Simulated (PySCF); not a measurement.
# CH5BO: the cost of one run

The runs use PySCF 2.14.0, with density-fitted response routines of our own; the level of theory stands in each step. All values are computed, except where a source is named. Atoms are numbered from 0 throughout.

## (1) The molecule as given

8 atoms, charge 0, multiplicity 1; geometry from: GFN2-xTB. The atoms were then displaced at random by about 0.01 Å, so the start is not that level's minimum.

Bonds of the start (Å): B0–O1 1.35, O1–C2 1.42, B0–H3 1.17, B0–H4 1.15, C2–H5 1.09, C2–H6 1.09, C2–H7 1.07.

## (2) Optimising the geometry at PBE0-D3(BJ)/def2-SVP

What the job is given:

```
{"job": {"xc": "PBE0", "basis": "def2-SVP", "d3": "d3bj", "grid": 1, "shake": 0.01, "kind": "geom"}, "charge": 0, "multiplicity": 1}
B      1.346150    -0.187040     0.229670
O      0.200730     0.495280     0.453780
C     -1.062190     0.182570    -0.113770
H      1.406790    -1.097130    -0.496340
H      2.270830     0.236910     0.770660
H     -1.403710     1.053830    -0.672670
H     -0.973140    -0.685110    -0.767530
H     -1.730320    -0.018440     0.699220
```

Launch:

```sh
$ OMP_NUM_THREADS=1 python probes_run.py task.json out
```

This one command runs all jobs of the session in turn.

**Question.** How long does this first job take on 1 thread of Arm Neoverse N1, shared host, and how much memory does it need?

About 14 s, with a peak of 0.3 GiB.
